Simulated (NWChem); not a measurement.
A series in which one site is exchanged, each optimised at PBE0/def2-SVP with NWChem, gas phase unless a solvent is named. 

A: CC (C2H6; site = C)
B: [GeH3][CH3] (CH6Ge; site = Ge)
C: C[SiH3] (CH$_{6}$Si; site = Si)

Values for A:

dipole (D), PBE0/def2-SVP: 0.00
orbital gap (eV), PBE0/def2-SVP: 11.58
vertical ionisation energy, ΔSCF, PBE0/def2-SVP (eV): 12.15
static polarisability, PBE0/def2-SVPD (bohr³): 28.5

Question: How do these values change for the other members?

Answer: 
```csv
change from A,B,C
"dipole (D), PBE0/def2-SVP",+0.73,+0.80
"orbital gap (eV), PBE0/def2-SVP",-1.38,-1.12
"vertical ionisation energy, ΔSCF, PBE0/def2-SVP (eV)",-0.90,-0.57
"static polarisability, PBE0/def2-SVPD (bohr³)",+18.3,+14.8
```
